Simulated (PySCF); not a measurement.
A run for PySCF: R-MP2/6-31G* on CH5N (SMILES CN) with ghost functions.

```python
from pyscf import gto, scf, dft, mp
from pyscf.data.elements import chemcore

mol = gto.M(
    atom='''
    N     1.62014314   -0.71241674   -0.47750517
    H     1.91641214   -0.43787874   -1.40549117
    H     2.24369314   -1.46010674   -0.20231017
    C     1.78037314    0.42279426    0.43616983
    H     1.51018314    0.10809826    1.44182283
    H     2.78778314    0.84457026    0.47314183
    H     1.08783314    1.20856926    0.14351283
    ghost-N   -1.44910786    0.21892526   -0.63289417
    ghost-H   -0.62051286   -0.36592774   -0.68323617
    ghost-H   -2.11093586   -0.17073374   -1.29113017
    ghost-C   -2.00912586    0.13940826    0.71448483
    ghost-H   -2.90320486    0.75725426    0.77570483
    ghost-H   -2.27321286   -0.86783474    1.05198983
    ghost-H   -1.29074286    0.54668426    1.42362483
    ''',
    basis='6-31g*',
    cart=True,
    charge=0, spin=0, verbose=3, max_memory=1800)
mf = scf.RHF(mol)
mf.conv_tol = 1e-8
mf.max_cycle = 100
mf.kernel()
if not mf.converged:
    mf = mf.newton().run(mf.mo_coeff, mf.mo_occ)
pt = mp.MP2(mf, frozen=chemcore(mol)).run()
```

It printed:

```
converged SCF energy = -95.2102945203329
E(RMP2) = -95.5082921183789  E_corr = -0.297997598046001
E(SCS-RMP2) = -95.5077402729356  E_corr = -0.29744575260271
```

The calculation finished and met its thresholds.

Cost: around 1.4 core-seconds (rough).
